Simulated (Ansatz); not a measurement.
**HBO⁺, doublet: reading a ladder of total energies**

Geometry: that of the HBO, singlet, kept fixed.

```yaml
atoms:
  - { symbol: B, position_ang: [0.0000, 0.0000, 0.0084] }
  - { symbol: O, position_ang: [0.0000, 0.0000, -1.1895] }
  - { symbol: H, position_ang: [0.0000, 0.0000, 1.1811] }
```

Basis cc-pVDZ; Ansatz 0.2.0. Only valence electrons are correlated (noble-gas cores frozen), which leaves 9 electrons in 31 orbitals. R marks a restricted (for open shells ROHF) determinant, U an unrestricted one.

Full CI isn't at hand for all of this; UCCSDTQ serves as the reference, and is uncertain by about the last step of the cluster series.

Runs differ by some tens of microhartree through their thresholds and, for an open shell, their frozen cores, so steps under 0.03 kcal/mol mean nothing.

```json
{"level": "UHF", "total energy (hartree)": "-99.749671"}
{"level": "UMP2", "total energy (hartree)": "-99.939447"}
{"level": "UCCSD", "total energy (hartree)": "-99.962061"}
{"level": "UCCSD(T)", "total energy (hartree)": "-99.966449"}
{"level": "UCCSDT", "total energy (hartree)": "-99.967071"}
{"level": "UCCSDT(Q)", "total energy (hartree)": "-99.967389"}
{"level": "UCCSDTQ", "total energy (hartree)": "-99.967372"}
```

Question: What is the correlation energy at UCCSDTQ, and what share of it do UMP2 and UCCSD recover?

Answer: E(corr) = -99.967372 − (-99.749671) = -0.217701 hartree = -5.924 eV. UMP2: -0.189776 / -0.217701 = 87.17 %. UCCSD: -0.212390 / -0.217701 = 97.56 %.

Question: By how many kcal/mol does UCCSD(T) miss UCCSDTQ (1 hartree = 627.509 kcal/mol), and which steps make up the rest?

Answer: -99.966449 − (-99.967372) = 0.000923 hartree = 0.58 kcal/mol. Steps: UCCSDT − UCCSD(T) = -0.39, UCCSDT(Q) − UCCSDT = -0.20, UCCSDTQ − UCCSDT(Q) = 0.01 kcal/mol. That is within 1 kcal/mol of the reference in this basis, which itself misses far more of the correlation at the basis-set limit.
